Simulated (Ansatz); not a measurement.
This geometry of CH6AlSi (9 atoms, charge -1, multiplicity 1) is a first-order saddle point.

Computed with Ansatz, RKS PBE-D4/def2-SVP.

```xyz
9
Properties=species:S:1:pos:R:3
C -0.229 1.546 -0.740
Al 0.094 -0.367 -0.147
Si -0.015 -1.337 2.100
H 0.689 1.966 -1.217
H -1.021 1.597 -1.523
H -0.522 2.231 0.085
H 0.472 -1.150 -1.565
H 1.338 -2.010 1.654
H -0.805 -2.476 1.352
```

Question: Which two structures does it join? (They come from a converged band through this point; their orientation in space is the band's.)

Answer: No bond is made or broken. The dihedral H7–Al2–Si3–H9 goes from -156 to -4°.

Initial state:

```xyz
9
Properties=species:S:1:pos:R:3
C -0.820 1.258 -0.728
Al 0.493 -0.258 -0.446
Si 0.984 -1.236 1.673
H -0.295 2.234 -0.846
H -1.411 1.110 -1.662
H -1.543 1.365 0.109
H 1.535 -0.266 -1.729
H 1.459 -2.667 1.350
H -0.402 -1.542 2.279
```

Final state:

```xyz
9
Properties=species:S:1:pos:R:3
C -0.299 1.405 -0.638
Al -0.025 -0.572 -0.300
Si -0.562 -1.596 1.796
H 0.656 1.938 -0.851
H -0.947 1.562 -1.532
H -0.794 1.919 0.215
H 0.940 -1.147 -1.515
H 0.774 -0.674 1.520
H 0.257 -2.834 1.306
```

Question: How far does it lie above each of them?

Answer: 25.7 kJ/mol above the first and 18.7 kJ/mol above the second. This is the barrier of this one path; another mechanism may lie lower. Limits of this set-up: an anion without diffuse functions, the dipole of an ion depends on the origin.

The run took 3.1 min on 1 CPU thread of a shared host.
